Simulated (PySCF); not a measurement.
fluoroethene (C₂H₃F), SMILES C=CF. Atoms are numbered in the order given.

```xyz
6

C      0.1987    -1.1771     0.0000
C     -0.4335    -0.0213     0.0000
F      0.2233     1.1553     0.0000
H      1.2783    -1.2323     0.0000
H     -0.3725    -2.0935     0.0000
H     -1.5067     0.1184     0.0000
```
Charge 0, spin multiplicity 1.

Coordinates come from a B3LYP-D3(BJ)/def2-TZVP optimisation.

Two levels are set side by side: PBE/pcSseg-2 (PySCF) and KT2/pcSseg-2 (PySCF). GIAO shifts against CFCl3 (¹⁹F), TMS (¹H), TMS (¹³C) at the same level; non-relativistic, no solvent, atoms listed together averaged. Differences are taken from unrounded values.

```json
[
 {"quantity": "δ(¹³C) of C1 (ppm)", "KT2": "92.7"},
 {"quantity": "δ(¹³C) of C2 (ppm)", "KT2": "161.7"},
 {"quantity": "δ(¹⁹F) of F3 (ppm)", "KT2": "-139.3"},
 {"quantity": "δ(¹H) of H6 (ppm)", "KT2": "7.01"}
]
```

**Question.** What does PBE give, and how far is it from KT2? (An estimate is asked for; the answer gives what the named calculation found.)

**Answer.** 
```json
[
 {"quantity": "δ(¹³C) of C1 (ppm)", "PBE": "99.5", "PBE minus KT2": "6.8"},
 {"quantity": "δ(¹³C) of C2 (ppm)", "PBE": "170.2", "PBE minus KT2": "8.5"},
 {"quantity": "δ(¹⁹F) of F3 (ppm)", "PBE": "-124.3", "PBE minus KT2": "15.0"},
 {"quantity": "δ(¹H) of H6 (ppm)", "PBE": "7.07", "PBE minus KT2": "0.06"}
]
```

Rough cost on one machine, each run with all the roots and properties that it gave: KT2 against PBE within a factor of 2.
